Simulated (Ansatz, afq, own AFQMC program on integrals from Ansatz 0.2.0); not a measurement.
## SiH$_{3}$O, doublet in cc-pVDZ, levels against CCSDT(Q)

```yaml
atoms:
  - { symbol: Si, position_ang: [-0.0866, -0.0323, 0.5791] }
  - { symbol: O, position_ang: [0.0885, 0.0997, -1.0586] }
  - { symbol: H, position_ang: [0.6425, -1.2281, 1.1084] }
  - { symbol: H, position_ang: [0.4860, 1.2186, 1.1449] }
  - { symbol: H, position_ang: [-0.1194, -0.6729, -1.5864] }
```

Connectivity, by distances: SiH2–OH.

Basis cc-pVDZ. Noble-gas cores (and the filled d shells of Ga–Kr and In–Xe) are frozen. Ansatz 0.2.0 and our own AFQMC program on the same integrals; the CISD trial comes from CCSD amplitudes, and released means the phaseless constraint is let go. Uncertainties: one standard error, sampling alone.

Determinant: UHF, the one that the program's search chose, which needn't be the lowest solution. The geometry is a PBE0/def2-TZVP stationary point of this or a neighbouring charge and spin state.

No full CI on the walks' own integrals is used here; CCSDT(Q) serves as the reference and is uncertain by about the last step of the cluster series.

```
T1 diagnostic                               : 0.0154
weight of the determinant in the CISD state : 0.895
⟨S²⟩ of the determinant                     : 0.753
size of the correlated space                : 13 electrons in 41 orbitals
```

```json
{"level": "MP2", "correlation energy (eV)": "-7.4918"}
{"level": "CCSD", "correlation energy (eV)": "-8.1405"}
{"level": "CCSD(T)", "correlation energy (eV)": "-8.3087"}
```

**Question.** Estimate where phaseless AFQMC with the Hartree–Fock trial lies against CCSD(T) on the same integrals.

**Answer.** 77.2 ± 28.0 meV below CCSD(T).

Reference: CCSDT(Q), correlation energy -8.345 eV. The released energy is read at 2.40 1/Eh (meV from the phaseless value at times in 1/Eh: 1 ± 3 at 0.24, 3 ± 3 at 0.51, -1 ± 3 at 0.99, -1 ± 3 at 1.62, 0 ± 5 at 2.40).

| level | E − E(reference) (meV) | share of correlation (%) |
| --- | --- | --- |
| CCSD(T) | 36.5 | 99.56 |
| CCSDT | 18.6 | 99.78 |
| ph-AFQMC/HF | -40.7 ± 28.0 | 100.49 |
| ph-AFQMC/CISD | 0.0 ± 4.3 | 100.00 |
| released AFQMC | 0.3 ± 5.2 | 100.00 |

Released energies are given only where the last usable release times agree within the noise; a slower fall can still hide under it.
